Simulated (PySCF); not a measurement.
Simulated outer-valence photoelectron spectrum of `[H]/N=C/OC=O`. Computed with EOM-IP-CCSD/aug-cc-pVDZ in PySCF, restricted Hartree–Fock reference, 5 core orbitals frozen, non-relativistic, gas phase, PBE0-D3(BJ)/def2-SVP geometry.

Each root has a Gaussian of 0.3 eV full width with its one-hole share as area; cross sections and vibrations are left out, and the highest printed point is 100.

```csv
ionisation energy (eV),intensity
10.0,5
10.2,57
10.4,55
10.6,5
10.8,0
11.0,6
11.2,59
11.4,53
11.6,24
11.8,75
12.0,24
12.2,1
12.4,0
12.6,0
12.8,0
13.0,0
13.2,0
13.4,7
13.6,67
13.8,100
14.0,62
14.2,6
14.4,0
14.6,0
14.8,0
15.0,0
15.2,0
15.4,0
15.6,0
15.8,0
16.0,3
16.2,50
16.4,100
16.6,77
16.8,55
17.0,64
17.2,8
```

**Question.** Where are the maxima, and how many lines lie under the curve?

**Answer.** 6 maxima, at 10.3, 11.3, 11.8, 13.8, 16.4 and 16.9 eV, from 8 lines. At this width some lines have no maximum of their own.

**Question.** List the lines with their holes.

**Answer.** 
```csv
E (eV),leading hole (HF orbital),area,Koopmans (eV)
10.30,HOMO,0.95,11.89
11.29,HOMO-1,0.95,11.96
11.81,HOMO-2,0.94,13.60
13.68,HOMO-3,0.94,14.42
13.91,HOMO-4,0.95,15.92
16.32,HOMO-5,0.92,18.20
16.54,HOMO-7,0.94,18.79
16.93,HOMO-6,0.94,18.58
```

The widest gap, 2.41 eV, lies between 13.91 and 16.32 eV. Only orbitals with −ε under 21 eV, eight at most, were ionised, so the high end of the curve may lack lines.

The values belong to the conformer `[H]/[N:1]=[CH:2]/[O:3][CH:4]=[O:5]`: N1–C2–O3–C4 3°, C2–O3–C4–O5 1°.
